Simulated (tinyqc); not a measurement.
Inside a calculation. Method: ROHF in the sto-3g basis, for CH2, spin multiplicity 3. One step of it, computed by the program tinyqc.

Problem. Iteration 2: Roothaan effective Fock matrix. With projectors Pc = D(beta) S, Po = (D(alpha) - D(beta)) S, Pv = 1 - D(alpha) S, the block xy is Px^T F Py; with Fc = (F(alpha) + F(beta))/2, the blocks are Fc for cc, oo, vv and cv, F(beta) for co and F(alpha) for ov.

F(alpha) (hartree), lower triangle:
```
             1C 1s      1C 2s     1C 2px     1C 2py     1C 2pz      2H 1s      3H 1s
1C 1s   -11.027836
1C 2s    -2.981857  -1.536556
1C 2px    0.000000   0.000000  -0.368426
1C 2py    0.000000   0.000000   0.000000  -0.180582
1C 2pz   -0.005597   0.075047   0.000000   0.000000  -0.229335
2H 1s    -0.446266  -0.527574   0.000000  -0.325585  -0.214474  -0.332789
3H 1s    -0.446266  -0.527574   0.000000   0.325585  -0.214474  -0.116619  -0.332789
```

F(beta) (hartree), lower triangle:
```
             1C 1s      1C 2s    1C 2px     1C 2py     1C 2pz      2H 1s      3H 1s
1C 1s   -10.974100
1C 2s    -2.938995  -1.164924
1C 2px    0.000000   0.000000  0.368144
1C 2py    0.000000   0.000000  0.000000  -0.088496
1C 2pz   -0.004626  -0.218200  0.000000   0.000000   0.256587
2H 1s    -0.436943  -0.497083  0.000000  -0.313775  -0.177550  -0.278545
3H 1s    -0.436943  -0.497083  0.000000   0.313775  -0.177550  -0.098244  -0.278545
```

D(alpha) after iteration 1, lower triangle:
```
            1C 1s      1C 2s    1C 2px     1C 2py    1C 2pz      2H 1s     3H 1s
1C 1s    1.052508
1C 2s   -0.211106   0.882582
1C 2px   0.000000   0.000000  1.000000
1C 2py   0.000000   0.000000  0.000000   0.295066
1C 2pz   0.082325  -0.370999  0.000000   0.000000  0.529489
2H 1s   -0.025841   0.014098  0.000000   0.248317  0.261350   0.400762
3H 1s   -0.025841   0.014098  0.000000  -0.248317  0.261350  -0.017186  0.400762
```

D(beta) after iteration 1, lower triangle:
```
            1C 1s     1C 2s    1C 2px     1C 2py    1C 2pz      2H 1s     3H 1s
1C 1s    1.023772
1C 2s   -0.090947  0.380142
1C 2px   0.000000  0.000000  0.000000
1C 2py   0.000000  0.000000  0.000000   0.295066
1C 2pz  -0.036177  0.124508  0.000000   0.000000  0.040821
2H 1s   -0.072551  0.209412  0.000000   0.248317  0.068732   0.324837
3H 1s   -0.072551  0.209412  0.000000  -0.248317  0.068732  -0.093111  0.324837
```

overlap S, lower triangle:
```
           1C 1s     1C 2s    1C 2px     1C 2py    1C 2pz     2H 1s     3H 1s
1C 1s   1.000000
1C 2s   0.248362  1.000000
1C 2px  0.000000  0.000000  1.000000
1C 2py  0.000000  0.000000  0.000000   1.000000
1C 2pz  0.000000  0.000000  0.000000   0.000000  1.000000
2H 1s   0.036233  0.365203  0.000000   0.321857  0.200731  1.000000
3H 1s   0.036233  0.365203  0.000000  -0.321857  0.200731  0.078248  1.000000
```

Give: effective F.

Solution.

effective F (hartree), lower triangle:
```
           1C 1s    1C 2s   1C 2px   1C 2py   1C 2pz    2H 1s    3H 1s
1C 1s   -11.0013
1C 2s    -2.9558  -1.2889
1C 2px    0.0000   0.0000  -0.0001
1C 2py    0.0000   0.0000   0.0000  -0.1345
1C 2pz   -0.0152  -0.1077   0.0000   0.0000  -0.0478
2H 1s    -0.4442  -0.5089   0.0000  -0.3197  -0.2303  -0.3181
3H 1s    -0.4442  -0.5089   0.0000   0.3197  -0.2303  -0.1199  -0.3181
```
